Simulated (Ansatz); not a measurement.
For fcc Rh, PBEsol in Ansatz (PAW) gives:

* **lattice constant a**: 3.780 Å
* **bulk modulus**: 295 GPa
* **cohesive energy**: 6.68 eV/atom

### Question
What does r²SCAN-D4 (Ansatz, a first-principles code, plane waves, PAW) give for the same quantities?

### Answer

- lattice constant a: 3.788 Å (increases by 0.2 %)
- bulk modulus: 291 GPa (drops by 1.4 %)
- cohesive energy: 5.72 eV/atom (decreases by 0.96 eV/atom)

For comparison: lattice constant a 3.794 Å (measured, static lattice: zero-point anharmonic expansion removed; as tabulated in Mejia-Rodriguez and Trickey (2018), arXiv:1807.09216); bulk modulus 271 GPa (measured, corrected for temperature and zero-point phonon effects, our sources range from 271 to 289; as tabulated in Levämäki et al. (2014), arXiv:1402.3671); cohesive energy 5.78 eV/atom (measured, static lattice: zero-point vibration energy added; as tabulated in Mejia-Rodriguez and Trickey (2018), arXiv:1807.09216).

Changes are worked out from the printed values.

Unless a cell is named, each level is at its own relaxed cell (PBEsol 13.50, r²SCAN-D4 13.59 Å³/atom).

The crystal itself was run without spin with PBEsol, r²SCAN-D4; a magnetic state was not tried in these runs.

Ansatz's density-functional and Hartree–Fock values are scalar-relativistic unless marked +SOC, with PAW data made under PBE.
